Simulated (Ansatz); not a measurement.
# BClHO radical (SMILES O[B]Cl): single points off equilibrium

An exercise on one series of results from a longer session: the logs are not shown, and one member is left open.

Method: single points in def2-TZVPP; program: Ansatz 0.2.0, Gaussian basis.

Cores are frozen in the correlated methods. Orbitals are unrestricted. B3LYP uses VWN-RPA correlation.

### Where the work starts

SMILES `O[B]Cl`, 4 atoms, charge 0, spin multiplicity 2.

Atoms are counted from 1 here; the program's logs count them from 0.

Bond lengths: O1–B2 1.262 Å, O1–H4 1.022 Å, B2–Cl3 1.768 Å. Angles: B2–O1–H4 118.4°, O1–B2–Cl3 130.0°.

As a file:

```xyz
4

O    -0.00730    0.43260   -0.91550
B    -0.58330   -0.44590   -0.21660
Cl   -0.32660   -0.90250    1.47250
H     0.86220    0.83920   -0.56480
```

The first run:

run/in.yaml

```yaml
crystal:
  periodic: [false, false, false]
  atoms:
    - {symbol: O, position_ang: [-0.007300, 0.432600, -0.915500]}
    - {symbol: B, position_ang: [-0.583300, -0.445900, -0.216600]}
    - {symbol: Cl, position_ang: [-0.326600, -0.902500, 1.472500]}
    - {symbol: H, position_ang: [0.862200, 0.839200, -0.564800]}
basis:
  gaussian: {orbitals: def2-TZVPP}
magnetization: {spin_polarized: true, initial_magnetization: 1}
correlation: {method: ccsd_t}
scf: {omitted_lower_state_checks: [cluster_reference]}
output: {forces: true}
```

No record of the launch command was kept for these runs.

Among the steps run: CCSD(T)/def2-TZVPP; PBE0-D4/def2-TZVPP; wB97M-V/def2-TZVPP; r2SCAN-D4/def2-TZVPP; PBE-D4/def2-TZVPP; wB97X-V/def2-TZVPP; B3LYP-D4/def2-TZVPP.

One of the session's tables, all rows but one given; the rest of the session is left out.

| method | RMS force component (eV/Å) | angle to CCSD(T) forces (°) | dipole (D) |
| --- | --- | --- | --- |
| CCSD(T) | 2.121 | reference | 2.16 |
| PBE0-D4 | 1.911 | 3.6 | 2.13 |
| wB97M-V | ? | ? | ? |
| r2SCAN-D4 | 1.911 | 1.2 | 2.09 |
| PBE-D4 | 1.858 | 6.0 | 2.06 |
| wB97X-V | 2.049 | 2.1 | 2.22 |
| B3LYP-D4 | 1.839 | 1.9 | 2.06 |

Estimate the missing values for wB97M-V.

As computed: RMS force component (eV/Å): 1.912; angle to CCSD(T) forces (°): 2.6; dipole (D): 2.16. In the column «RMS force component (eV/Å)» it lies between r2SCAN-D4 (1.911) and wB97X-V (2.049).
